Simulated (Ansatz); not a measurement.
**Pressure series in Cu**

Start from Cu in the fcc (Cu type) structure (space group Fm-3m, No. 225).

```
Cu
1.0
    0.00000     1.81485     1.81485
    1.81485     0.00000     1.81485
    1.81485     1.81485     0.00000
Cu
1
Cartesian
  0.00000   0.00000   0.00000
```

Cell and atoms are relaxed at each pressure.

Calculations: PBE, PAW, 420 eV (Ansatz, an electronic-structure program; scalar-relativistic without spin-orbit coupling).

| pressure (GPa) | volume per atom (Å³/atom) |
|---|---|
| -2 | 12.132 |
| -1 | 12.042 |
| 0 | 11.955 |
| 2.1 | ? |
| 4.5 | 11.605 |
| 9 | 11.311 |
| 15 | 10.974 |
| 22.5 | 10.621 |
| 30 | 10.322 |

**Question.** Fit the third-order Birch–Murnaghan form P(V) = (3B₀/2)[(V₀/V)^(7/3) − (V₀/V)^(5/3)]·[1 + (3/4)(B₀′ − 4)((V₀/V)^(2/3) − 1)] (squares taken in P) to the rows shown and predict the withheld row.

**Answer.** Least squares on the printed values gives V₀ = 11.955 Å³/atom, B₀ = 141 GPa, B₀′ = 5.0; this predicts 11.785 Å³/atom, and the run gives 11.783 Å³/atom, 0.002 lower.

Measured bulk modulus of Cu: 144.3 GPa (static lattice; corrected from measurement; as listed in Daniel Mejia-Rodriguez, S. B. Trickey, Phys. Rev. B (2018)); the computed value is 2 % below it.

Load acts through the strain it causes; cell and atoms are relaxed under it. Stability against distortions was not tested. Competing high-pressure phases were not computed. The final runs are not spin-polarised.
